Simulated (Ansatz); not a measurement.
Geometry optimisation, RKS PBE0-D4/def2-SVP in Ansatz.

input.yaml

```yaml
crystal:
  periodic: [false, false, false]
  atoms:
    - { symbol: Si, position_ang: [0.0, 0.0, 0.0] }
    - { symbol: H, position_ang: [0.0, 0.0, 1.81] }
    - { symbol: H, position_ang: [1.3768, 0.0, -0.4862] }
    - { symbol: H, position_ang: [-0.6877, 1.1914, -0.4862] }
    - { symbol: H, position_ang: [-0.6877, -1.1914, -0.4862] }
    - { symbol: Cl, position_ang: [-2.306, 0.0, 0.7662] }
    - { symbol: H, position_ang: [-0.9541, 0.0, 1.8716] }
basis:
  gaussian: { orbitals: def2-SVP }
hamiltonian:
  xc: pbe0
  dispersion: d4
relax:
  f_tol: 0.15
  max_steps: 25
  restrain:
    - { distance: [0, 5], at: 3.33, k: 30.0 }
    - { distance: [6, 1], at: 1.86, k: 30.0 }
    - { distance: [0, 1], at: 1.46, k: 30.0 }
    - { distance: [6, 5], at: 1.37, k: 30.0 }
```

Run as:

```bash
$ ansatz run input.yaml --threads 1 --pin off --max-ram 2048MiB --backend cpu --events-out ev --progress --plain --runs-dir out
```

Where does it end, and by what steps?

The run converged. The restraints hold the end off the free minimum. After 6 steps the energy has fallen by 2.669 eV (the restraints' own energy left out); Cl6 moved furthest, 0.78 Å. Parted: Si1–Cl6 (2.43 → 3.34 Å). Joined: Cl6–H7 (1.75 → 1.33 Å).

```
step  energy less start (eV)  largest force component (eV/Å)  accepted
   0                  0.0000                           2.245       yes
   1                 -0.8344                           2.824       yes
   2                 -1.5508                           4.950       yes
   3                 -2.2924                           3.197       yes
   4                 -2.6272                           1.337       yes
   5                 -2.6589                           1.191       yes
   6                 -2.6694                           1.090       yes
```

```xyz
7
Properties=species:S:1:pos:R:3
Si 0.214 0.000 -0.059
H 0.200 0.000 1.416
H 1.643 0.000 -0.498
H -0.457 1.228 -0.567
H -0.457 -1.228 -0.567
Cl -2.807 0.000 1.358
H -1.596 0.000 1.906
```

Run time: 9.5 s on 1 thread of Arm Neoverse V2, on a shared host, peak memory 0.11 GiB.
